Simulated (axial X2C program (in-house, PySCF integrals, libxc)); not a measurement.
**Curves of CN by EOM-IP-CCSD**

Calculated with an in-house all-electron X2C program for linear molecules (integrals from PySCF): two-component X2C with atomic mean-field Coulomb and Gaunt terms, Gaussian nuclei, basis N dyall-av3z, C dyall-av3z with contracted cores.

Energies in eV from the lowest point of the lowest state; states are followed by energy order within each Ω. Reference: CN⁻, 10 electrons correlated in 94 virtual spinors with an MP2 remainder; levels at this size can be off by some tenths of an eV. Masses 14.003 and 12.000 u.

```json
{"R (Å)": "1.077", "(1)Ω=1/2": "0.5474", "(1)Ω=3/2": "2.4976", "(2)Ω=1/2": "2.5059", "(3)Ω=1/2": "3.5491"}
{"R (Å)": "1.124", "(1)Ω=1/2": "0.1137", "(1)Ω=3/2": "1.7264", "(2)Ω=1/2": "1.7344", "(3)Ω=1/2": "3.2472"}
{"R (Å)": "1.171", "(1)Ω=1/2": "0.0000", "(1)Ω=3/2": "1.3121", "(2)Ω=1/2": "1.3199", "(3)Ω=1/2": "3.2669"}
{"R (Å)": "1.224", "(1)Ω=1/2": "0.1515", "(1)Ω=3/2": "1.1625", "(2)Ω=1/2": "1.1701", "(3)Ω=1/2": "3.5685"}
{"R (Å)": "1.276", "(1)Ω=1/2": "0.5133", "(1)Ω=3/2": "1.2577", "(2)Ω=1/2": "1.2650", "(3)Ω=1/2": "4.0781"}
{"R (Å)": "1.347", "(1)Ω=1/2": "1.2081", "(1)Ω=3/2": "1.6436", "(2)Ω=1/2": "1.6506", "(3)Ω=1/2": "4.9620"}
```

Fit the curves (1)Ω=1/2, (1)Ω=3/2, (2)Ω=1/2, (3)Ω=1/2 near their minima.

At EOM-IP-CCSD from CN⁻ (the fit fixes ωe to about one per cent; ωe of higher roots by this method can be off by ten per cent):

```tsv
state	Te (cm⁻¹)	Re (Å)	ωe (cm⁻¹)
(1)Ω=1/2	0	1.168	2146.7
(1)Ω=3/2	9380	1.227	1900.0
(2)Ω=1/2	9440	1.227	1899.8
(3)Ω=1/2	25990	1.144	2324.5
```

For CN⁻ at CCSD, and between the minima:

Re = 1.178 Å, ωe = 2111.8 cm⁻¹; removing the electron costs 3.964 eV without zero-point terms.

T1 of the reference reaches 0.022 (Lee–Taylor). Curves followed by order can swap character. Number of frozen shells: N 1 s; C 1 s. Roots with under 60 % one-particle weight at any point are counted in the labels but not shown, and the list ends where the roots sought for some Ω run out; states that need a further excitation are missing and may lie low or lowest. Curves with a minimum but no constants failed the fit check.
